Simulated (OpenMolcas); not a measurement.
## BNH4 (BH2(NH2)): the energy, rung by rung

The species is BNH4 (6 atoms), meant as a singlet with charge 0. As SMILES, `[H]B([H])N`. The coordinates come from a GFN2-xTB relaxation.

```xyz
6

B     0.3419    0.5951    0.0037
H     1.3301    0.6743    0.6274
H    -0.0786    1.4968   -0.6141
N    -0.3454   -0.5987   -0.0039
H    -1.1993   -0.7506   -0.5151
H    -0.0488   -1.4170    0.5020
```

Each level gives the energy change with the N4–H5 bond stretched from 1.007 to 1.762 Å (eV). The values are calculated.

```csv
level,kind,program,value (eV),CPU time (all runs)
HF/STO-3G (restricted),Hartree–Fock,OpenMolcas,5.67,3.2 s
r2SCAN/STO-3G (restricted),meta-GGA,OpenMolcas,4.19,12 s
B3LYP/STO-3G (restricted),global hybrid,OpenMolcas,4.19,9.8 s
M06-2X/STO-3G (restricted),hybrid meta-GGA,OpenMolcas,4.60,10 s
PBE0/STO-3G (restricted),global hybrid,OpenMolcas,4.42,8.8 s
"CASPT2(2,2)/STO-3G",multireference,OpenMolcas,?,4.7 s
"MRCI(2,2)/STO-3G",multireference,OpenMolcas,?,5 s
"SC-NEVPT2(2,2)/STO-3G",multireference,OpenMolcas,3.84,4.7 s
FCI/STO-3G,exact in the basis,OpenMolcas,3.77,86 s
```

(1) Estimate the missing values from the other rows.

Answers

(1) As computed at these levels: CASPT2(2,2)/STO-3G: 3.76 eV; MRCI(2,2)/STO-3G: 3.83 eV. Spin-restricted single references rise too steeply as a bond breaks, Hartree–Fock most of all. The first shape isn't each level's own minimum. The values span 3.76 to 5.67 eV. All rows use very small basis sets, so even the best lies far from the true value. Times are those of the runs behind each value, whatever else they computed, on shared processors of several kinds: orders of magnitude only.
